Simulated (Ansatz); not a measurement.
# MgHS radical (SMILES [Mg][SH]): functionals against CCSD(T) at one geometry

One table from this session's results is given with a row withheld; the runs are named, their logs left out.

Program: Ansatz 0.2.0, Gaussian basis. Level of theory: single points in def2-TZVPP. These are calculated values, not measurements.

Cores are frozen in the correlated methods. The outer core shell of Li, Na, Mg and K is correlated. Orbitals are unrestricted.

## Where the work starts

SMILES `[Mg][SH]`, 3 atoms, charge 0, spin multiplicity 2.

Atoms are counted from 1 here; the program's logs count them from 0.

Bond lengths: Mg1–S2 2.257 Å, S2–H3 1.167 Å. Angles: Mg1–S2–H3 99.5°.

As a file:

```xyz
3
HMgS
Mg    1.39150   -0.65160    0.55200
S    -0.64320   -0.45790   -0.40500
H    -0.74570    0.70460   -0.40820
```

The first run:

run/in.yaml

```yaml
crystal:
  periodic: [false, false, false]
  atoms:
    - {symbol: Mg, position_ang: [1.391500, -0.651600, 0.552000]}
    - {symbol: S, position_ang: [-0.643200, -0.457900, -0.405000]}
    - {symbol: H, position_ang: [-0.745700, 0.704600, -0.408200]}
basis:
  gaussian: {orbitals: def2-TZVPP}
magnetization: {spin_polarized: true, initial_magnetization: 1}
correlation: {method: ccsd_t}
scf: {omitted_lower_state_checks: [cluster_reference]}
output: {forces: true}
```

The command line of these runs was not kept.

Among the steps run: CCSD(T)/def2-TZVPP; PBE0-D4/def2-TZVPP; wB97M-V/def2-TZVPP; r2SCAN-D4/def2-TZVPP; PBE-D4/def2-TZVPP; r2SCANh-D4/def2-TZVPP; BLYP-D4/def2-TZVPP.

One table of the session follows, with a row left open; its other results are not shown here.

```
    method  RMS force component (eV/Å)  angle to CCSD(T) forces (°)  dipole (D)
   CCSD(T)                       3.456                    reference        2.58
   PBE0-D4                       3.521                          0.5        2.51
   wB97M-V                       3.448                          0.2        2.80
 r2SCAN-D4                       3.498                          0.4        2.54
    PBE-D4                       3.614                          0.4        2.32
r2SCANh-D4                           ?                            ?           ?
   BLYP-D4                       3.549                          1.4        2.37
```

Q: Estimate the row for r2SCANh-D4 from the others.

The run gave: RMS force component (eV/Å): 3.476; angle to CCSD(T) forces (°): 0.5; dipole (D): 2.59. In the column «RMS force component (eV/Å)» it lies between CCSD(T) (3.456) and r2SCAN-D4 (3.498).
